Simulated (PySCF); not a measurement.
## `[s+]1ccccc1`, [C₅H₅S]+, charge +1

Molfile (atoms numbered from 1):
```
C5H5S
     RDKit          3D

 11 11  0  0  0  0  0  0  0  0999 V2000
   -0.0544    1.1637   -0.0936 C   0  0  0  0  0  0  0  0  0  0  0  0
   -1.2545    0.4467   -0.0455 C   0  0  0  0  0  0  0  0  0  0  0  0
   -1.2935   -0.9296    0.0727 C   0  0  0  0  0  0  0  0  0  0  0  0
    0.0751   -1.9076    0.1745 S   0  0  0  0  0  0  0  0  0  0  0  0
    1.3562   -0.8157    0.0957 C   0  0  0  0  0  0  0  0  0  0  0  0
    1.2017    0.5521   -0.0256 C   0  0  0  0  0  0  0  0  0  0  0  0
   -0.1003    2.2520   -0.1884 H   0  0  0  0  0  0  0  0  0  0  0  0
   -2.2051    0.9834   -0.1027 H   0  0  0  0  0  0  0  0  0  0  0  0
   -2.2386   -1.4815    0.1091 H   0  0  0  0  0  0  0  0  0  0  0  0
    2.3443   -1.2849    0.1483 H   0  0  0  0  0  0  0  0  0  0  0  0
    2.1037    1.1681   -0.0685 H   0  0  0  0  0  0  0  0  0  0  0  0
  1  2  2  0
  2  3  1  0
  3  4  2  0
  4  5  1  0
  5  6  2  0
  6  1  1  0
  1  7  1  0
  2  8  1  0
  3  9  1  0
  5 10  1  0
  6 11  1  0
M  CHG  1   4   1
M  END
```

Computed, not measured: GIAO B3LYP/cc-pVDZ magnetisability, rotational g tensor and spin-rotation constants, non-relativistic, gas phase (PySCF 2.14.0). Geometry: PBE0-D3(BJ)/def2-SVP.

For an ion the centre-of-mass motion in the field is neglected.

(1) Give the nuclear spin-rotation constants along the inertial axes (H = +C I·J) beside the isotropic shieldings.

Answers

(1) Rotational constants 5.1334, 3.6352, 2.1282 GHz. A star marks the isotopologue with that one atom substituted, in its own axes.
| atom | isotope | Caa (kHz) | Cbb (kHz) | Ccc (kHz) | mean (kHz) | σ (ppm) |
| --- | --- | --- | --- | --- | --- | --- |
| H7 | 1H | 0.575 | -0.447 | -0.239 | -0.037 | 22.4 |
| H8 | 1H | -0.295 | 0.160 | -0.237 | -0.124 | 22.5 |
| H9 | 1H | -0.352 | 0.235 | -0.247 | -0.122 | 21.8 |
| H10 | 1H | -0.352 | 0.235 | -0.247 | -0.122 | 21.8 |
| H11 | 1H | -0.295 | 0.160 | -0.237 | -0.124 | 22.5 |
| C1 | 13C* | 2.521 | 1.479 | 0.167 | 1.389 | 43.0 |
| C2 | 13C* | 2.025 | 1.608 | 0.157 | 1.263 | 57.2 |
| C3 | 13C* | 2.156 | 1.842 | 0.195 | 1.398 | 33.6 |
| S4 | 33S* | 2.634 | 1.694 | 0.413 | 1.580 | 204.5 |

For the geometry as given, no vibrational averaging.
